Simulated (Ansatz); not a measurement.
Zinc-blende HgTe

These are PBE (Ansatz, a program for electronic structure, PAW) values and carry that method's errors.

Run with plane-wave cutoff 500 eV, 10×10×10 k mesh, Fermi–Dirac smearing 0.05 eV, scalar-relativistic PAW data made under PBE.

Cell: relaxed at this level.

* **equilibrium volume per atom**: 36.79 Å³/atom
* **lattice constant a**: 6.652 Å
* **band gap**: zero (no gap)

Measured, for comparison: equilibrium volume per atom 33.70 Å³/atom, lattice constant a 6.46 Å (room temperature, not corrected to a static lattice; as tabulated in Cava et al. (2013), arXiv:1302.1059). Computed (rounded) less measured: equilibrium volume per atom +9.2 %, lattice constant a +3.0 %.

Spin–orbit coupling is not included; it can shift volumes and moduli of such heavy elements.

The computed numbers hold no vibrational or temperature effects.
